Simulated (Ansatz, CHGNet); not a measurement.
For cubic BN, the machine-learned potential CHGNet 0.3.0 (trained on PBE and PBE+U data) gives:

```
Quantity                           Result
-------------------------------  --------
lattice parameter a               3.623 Å
zone-centre TO phonon frequency  712 cm⁻¹
elastic constant C11              447 GPa
elastic constant C44              231 GPa
Voigt–Reuss–Hill shear modulus    170 GPa
```

**Question.** What does r²SCAN0 (PAW; Ansatz, a program for electronic structure) give for the same quantities?

**Answer.** 
- lattice constant a: 3.590 Å (falls by 0.9 %)
- zone-centre TO phonon frequency: 1085 cm⁻¹ (goes up by 52 %)
- elastic constant C11: 866 GPa (grows by 94 %)
- elastic constant C44: 495 GPa (grows by 110 %)
- Voigt–Reuss–Hill shear modulus: 425 GPa (grows by 150 %)

For comparison: lattice constant a 3.593 Å (measured, corrected for zero-point motion; as tabulated in Goldzak et al. (2022), arXiv:2208.04865); zone-centre TO phonon frequency 1055 ± 0.6 cm⁻¹ (measured, 300 K, no zero-point or thermal correction; as tabulated in Ioffe Institute, NSM Archive: BN, mechanic properties page); elastic constant C11 820 GPa (measured, temperature not stated, no zero-point or thermal correction; as tabulated in Råsander and Moram (2015), arXiv:1505.02379); elastic constant C44 480 GPa (measured, temperature not stated, no zero-point or thermal correction; as tabulated in Råsander and Moram (2015), arXiv:1505.02379).

Changes are worked out from the printed values.

Unless a cell is named, each level is at its own relaxed cell (CHGNet 0.3.0 5.94, r²SCAN0 5.78 Å³/atom).

Ansatz's density-functional and Hartree–Fock values are scalar-relativistic unless marked +SOC, with PAW data made under PBE.
